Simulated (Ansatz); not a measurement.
# Al2SiH+ (triplet): wave-function methods side by side, cc-pVTZ

The task here is to estimate one member of a computed series from the others.

Program: Ansatz 0.2.0, Gaussian basis. Level of theory: cc-pVTZ, core rule «outside noble gas», up to 15 orbitals frozen. These are calculated values, not measurements.

To be run: UHF; CCSD(T) on ROHF; CCSD(T) on UHF; BCCD(T) on ROHF; CCSDT(Q) on ROHF; CCSDT(Q) on UHF.

3 further runs of the same task are left out: 3 set aside as unsound or not needed.

## What is computed

The geometry is a PBE0/def2-TZVP stationary point (not a proven minimum) of the parent state, kept for this charge and spin.

4 atoms, charge 1, spin multiplicity 3.

Atoms are counted from 1 here; the program's logs count them from 0.

Bond lengths: Al1–Si2 2.289 Å, Al1–Al3 2.719 Å, Al1–H4 1.590 Å, Si2–Al3 2.311 Å. Angles: Si2–Al1–Al3 54.1°, Si2–Al1–H4 166.2°, Al3–Al1–H4 139.7°, Al1–Si2–Al3 72.5°, Al1–Al3–Si2 53.4°.

Set-up of the first run:

Contents of in.yaml:

```yaml
crystal:
  periodic: [false, false, false]
  atoms:
    - {symbol: Al, position_ang: [0.000000, 0.365979, 1.411330]}
    - {symbol: Si, position_ang: [0.000000, -1.216412, -0.242354]}
    - {symbol: Al, position_ang: [0.000000, 0.856925, -1.263266]}
    - {symbol: H, position_ang: [0.000000, 1.158538, 2.789485]}
basis:
  gaussian: {orbitals: cc-pVTZ}
total_charge: 1
magnetization: {spin_polarized: true, initial_magnetization: 2}
hamiltonian: {xc: hf}
output: {orbitals: {seedname: orbitals}}
```

Run with:

```console
$ ansatz run in.yaml --threads 1 --pin off --events-out ev --progress --plain --max-ram 4096MiB --backend cpu
```

Among the steps run: UHF; CCSD(T) on ROHF; CCSD(T) on UHF; BCCD(T) on ROHF; CCSDT(Q) on ROHF; CCSDT(Q) on UHF.

One of the session's tables, all rows but one given; the rest of the session is left out.

```
   method  from UCCSDT(Q) (meV)
     ROHF               +6878.2
      UHF               +6641.0
     RMP2               +1309.3
     UMP2               +1451.5
    RCCSD                     ?
    UCCSD                +478.6
 RCCSD(T)                 +82.6
 UCCSD(T)                 +87.3
  BCCD(T)                 +82.8
   RCCSDT                 +38.8
   UCCSDT                 +35.7
RCCSDT(Q)                  +3.0
UCCSDT(Q)                     0
```

Q: Estimate the row for RCCSD from the others.

**Answer.** from UCCSDT(Q) (meV): +489.9. In the column «from UCCSDT(Q) (meV)» it lies between UCCSD (+478.6) and RMP2 (+1309.3).

Limits of these values: Restricted and unrestricted rows rest on different reference determinants; where their highest levels disagree by more than a few hundredths of an eV, they describe different states and don't form one ladder.
